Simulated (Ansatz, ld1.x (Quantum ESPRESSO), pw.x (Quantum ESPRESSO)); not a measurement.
Equation-of-state test of one TM potential (aluminium (Al))

```
Element                 : aluminium (Al)
Generator               : ld1.x (Quantum ESPRESSO) 7.5
Type                    : norm-conserving Troullier–Martins (Kleinman–Bylander form)
Functional              : LDA (PW92)
Relativity              : scalar-relativistic
Frozen core             : [Ne]
Valence charge          : 3
Reference configuration : 3s2 3p1
Partial waves           : 3s (bound): rc 1.95 bohr; 3p (bound): rc 2.55 bohr; 3d channel at -0.1 Ry: rc 2.15 bohr
Local potential         : all-electron potential smoothed inside 1.50 bohr (lloc = -2)
Core correction         : a·sin(br)/r model core inside 1.70 bohr
```

Atomic tests: cutoffs needed: 10 Ry and 30 Ry (the cutoffs (Ry, on a coarse ladder) from which the occupation-weighted sum of valence levels, in a spherical-Bessel basis at the reference potential, stays within 10 and 1 mRy of its value at 400 Ry); ghost test: no extra level below or beside the all-electron valence levels (s, p, d, f tested) (spherical-Bessel basis up to 400 Ry, 20 bohr box); largest excitation error: +36 meV (all-electron minus pseudo) for 3s1 3p0, out of 7 test configurations.

Crystal test: fcc Al in pw.x 7.5, no spin, 14³ k-points, Fermi–Dirac smearing 0.01 Ry, cutoffs 50/200 Ry. The reference is all-electron LAPW (Ansatz 0.2.0) with the same functional, mesh and smearing; V0 and B0 come from Birch–Murnaghan fits to the pressures at five volumes. Errors are pseudo minus all-electron; Δ is the rms difference of the E(V) curves that follow from these fits, minima aligned, over ±6 % about the mean V0. Mesh and smearing are coarse, so the numbers serve the comparison and aren't converged zero-temperature values; the lattice is a test structure that the element need not adopt.

All-electron: a0 = 3.983 Å (V0 = 15.80 Å³/atom), B0 = 82.8 GPa.

How far does the potential miss the all-electron equation of state?

mean pressure error (GPa): -0.94; a0 (Å): 3.968; a0 error (%): -0.38; B0 error (%): +0.7; Δ (meV/atom): 3.3.

```json
{"V (Å³/atom)": "15.050", "P all-electron (GPa)": "4.50", "P pseudo (GPa)": "3.37"}
{"V (Å³/atom)": "15.446", "P all-electron (GPa)": "1.97", "P pseudo (GPa)": "0.95"}
{"V (Å³/atom)": "15.842", "P all-electron (GPa)": "-0.23", "P pseudo (GPa)": "-1.15"}
{"V (Å³/atom)": "16.238", "P all-electron (GPa)": "-2.14", "P pseudo (GPa)": "-2.97"}
{"V (Å³/atom)": "16.634", "P all-electron (GPa)": "-3.79", "P pseudo (GPa)": "-4.55"}
```

At the middle volume, how do free energy and pressure move when the wave cutoff is lowered (ecutrho kept at four times it)?

| cutoff (Ry) | shift of F (meV/atom) | shift of P (GPa) |
| --- | --- | --- |
| 22 | +19.2 | -0.45 |
| 30 | +3.2 | -0.19 |
| 40 | +0.4 | +0.02 |

The run at the middle volume (104 k-points, 5 iterations) took about 5.2 s on one core of a shared host (Intel(R) Xeon(R) Platinum 8375C CPU @ 2.90GHz, 96 threads, 744 GiB, load 54).
